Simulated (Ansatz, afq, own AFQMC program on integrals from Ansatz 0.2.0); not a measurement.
Integrals from Ansatz 0.2.0, then the random walk in our own AFQMC program (afq).

```yaml
crystal:
  periodic: [false, false, false]
  atoms:
    - {symbol: Ge, position_ang: [-0.010810, 0.000000, 0.664351]}
    - {symbol: Al, position_ang: [-0.032709, -0.000001, -1.763111]}
    - {symbol: H, position_ang: [0.827334, -1.053378, -0.340814]}
    - {symbol: H, position_ang: [0.827335, 1.053377, -0.340815]}
basis:
  gaussian: {orbitals: aug-cc-pVDZ}
total_charge: -1
magnetization: {spin_polarized: false}
correlation: {method: ccsd_t, electrons: outside_noble_gas, hamiltonian_folder: ham}
```

```sh
$ ansatz run in.yaml --threads 1 --pin off --events-out ev --progress --plain --max-ram 24576MiB --backend cuda --devices 0, --max-vram 18GiB
```

afq runs on the folder ham with

```
--method phaseless --trial cisd --walkers 4000 --populations 20 --least-time 60 --time-step 0.005 --steps-per-block 50 --equilibration-blocks 28 --max-blocks 4000 --target-error 0.00019 --factor-cut 1e-05 --seed 9187 --release-times 0.24,0.51,0.99,1.62,2.4 --release-step 0.03 --release-every 3 --taylor-order 6
```

Times are imaginary, in 1/Eh. The walk had a cap of 215 s. With eight or more populations the least sampling time is a fifth of least-time, and the error comes from their spread. Filled inner d shells are frozen with the cores.

Log:

```
orbitals 62  electrons 5 5  factors 523 of 849
reference energy -2318.38823171 Eh
CCSD correlation -0.20754591 Eh in 12 cycles, weight of the determinant in the CISD state 0.8354
energy of the start -2318.595781 Eh
 block  time / (1/Eh)  mean weight  energy / Eh
     1     0.250  1.0000  -2318.592240
     2     0.500  1.0000  -2318.592686
     3     0.750  1.0001  -2318.594274
     4     1.000  1.0000  -2318.596251
     5     1.250  1.0001  -2318.597897
    10     2.500  1.0002  -2318.602868
    19     4.750  0.9999  -2318.605345
    29     7.250  1.0000  -2318.606757
    39     9.750  1.0001  -2318.607542
    49    12.250  1.0001  -2318.608053
    59    14.750  1.0001  -2318.607553
    69    17.250  1.0000  -2318.607329
    79    19.750  0.9999  -2318.607616
    81    20.250  0.9993  -2318.608667
    89    22.250  1.0001  -2318.607683
    99    24.750  1.0002  -2318.606850
   107    26.750  0.9999  -2318.608208
error from the spread of 20 populations
released: time / (1/Eh)  energy / Eh  error  mean overlap
  0.24  -2318.607463  0.000214  1.0004
  0.51  -2318.607575  0.000188  1.0004
  0.99  -2318.607850  0.000147  0.9976
  1.62  -2318.608004  0.000117  0.9943
  2.40  -2318.607954  0.000104  0.9946
energy -2318.607461 +/- 0.000188 Eh
(rows thinned)
```

The run passed its tests (sampling time, drift between the halves within three errors, error under three times the target), which doesn't prove that it has relaxed.

Against this walk (error 5.1 meV) on the same determinant: CCSD(T) 41.0 meV higher, CCSDT(Q) 14.0 meV lower. The error is statistical and leaves out the bias of the constraint. Released to 2.40 1/Eh the energy lies 13 ± 6 meV (both errors) below the phaseless value, which shows part or all of the bias of the constraint, and CCSDT(Q) lies 0.6 meV below the released value.

Cautions: constraint bias not in the error; no relativity below Rb; no spin-orbit coupling; inner d shell frozen.

The walk took 50 s on 1 × NVIDIA H100 80GB HBM3 with 2 threads of AMD EPYC 7R13 Processor (Zen 3), with other jobs on the host (the card was shared). The log's last line is the phaseless energy.

CCSDT and higher add their correlation energy to the determinant of the CCSD(T) run, since their own runs factorise the integrals more tightly (a shift of under 2 meV). A walk keeps the symmetry of its determinant, which the program's search chose and which needn't be the lowest solution, so a lower state of the same spin and another symmetry isn't excluded.
